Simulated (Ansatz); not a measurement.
Consider the interaction energy of a dimer with the counterpoise correction of CH₄OS, SMILES OCS (the Python package of Ansatz (0.2.0)).

Script `run_dimer.py`:
```python
"""Interaction energy of two CH4OS molecules, with the counterpoise correction."""

import ansatz as az

BASIS = "def2-SVP"
FUNCTIONAL = "pbe0"

FIRST = [
    ("O", (-0.7703, -0.814, -0.3479)),
    ("C", (-0.0515, 0.3878, -0.1084)),
    ("S", (1.6236, -0.0505, 0.2431)),
    ("H", (-1.6247, -0.4528, -0.6392)),
    ("H", (-0.0743, 1.0357, -1.0024)),
    ("H", (-0.478, 0.9349, 0.7464)),
    ("H", (1.3755, -1.0412, 1.1082)),
]
SECOND = [
    ("O", (5.8262, -2.0717, -1.2291)),
    ("C", (4.4337, -2.2736, -1.4255)),
    ("S", (3.6424, -2.116, 0.1463)),
    ("H", (6.1344, -2.0633, -2.1512)),
    ("H", (4.0263, -1.5106, -2.112)),
    ("H", (4.2382, -3.2748, -1.8394)),
    ("H", (4.4873, -2.8762, 0.8532)),
]

def energy(atoms, ghosts=()):
    molecule = az.Crystal.molecule()
    for symbol, xyz in atoms:
        molecule = molecule.atom(symbol, xyz)
    calc = (
        molecule.calculation()
        .basis(gaussian=BASIS)
        .functional(FUNCTIONAL)
    )
    deck = calc.input()
    if ghosts:
        deck = deck.set(az.key.basis.gaussian.ghost_atoms, [{"symbol": s, "position_ang": list(xyz)} for s, xyz in ghosts])
    return az.Session.from_dict(deck).plan().execute().report["free_energy_ev"]

# monomers in their own basis and in the basis of the dimer
both = energy(FIRST + SECOND)
alone = energy(FIRST) + energy(SECOND)
ghosted = energy(FIRST, SECOND) + energy(SECOND, FIRST)
print(f"dimer {both:.6f} eV")
print(f"interaction, uncorrected   {23.060548 * (both - alone):8.3f} kcal/mol")
print(f"interaction, counterpoise  {23.060548 * (both - ghosted):8.3f} kcal/mol")
print(f"basis-set superposition    {23.060548 * (alone - ghosted):8.3f} kcal/mol")
```

How large is the interaction at this pose, and how much of it is basis-set superposition?

Uncorrected it is 3.421 kcal/mol, with the counterpoise correction 4.801 kcal/mol; the difference, 1.38 kcal/mol, is the superposition error. In this basis both values are repulsive.

What the script printed:

```console
$ python run_dimer.py
dimer -27941.730589 eV
interaction, uncorrected      3.421 kcal/mol
interaction, counterpoise     4.801 kcal/mol
basis-set superposition       1.380 kcal/mol
```

What to keep in mind:
- The settings weren't tested for convergence.
- The dimer is a generated trial pose of unrelaxed monomers, not a minimum, so the figure is no binding energy, and the basis set is small.
- This level lacks the dispersion part of the attraction (electrostatics and induction are there), which can decide the sign where the interaction is weak.
- The whole script took 13 s on 1 thread of Arm Neoverse V2, on a shared host, peak memory 0.35 GiB.

(Lines on the test bed's own set-up are left out of the output.)
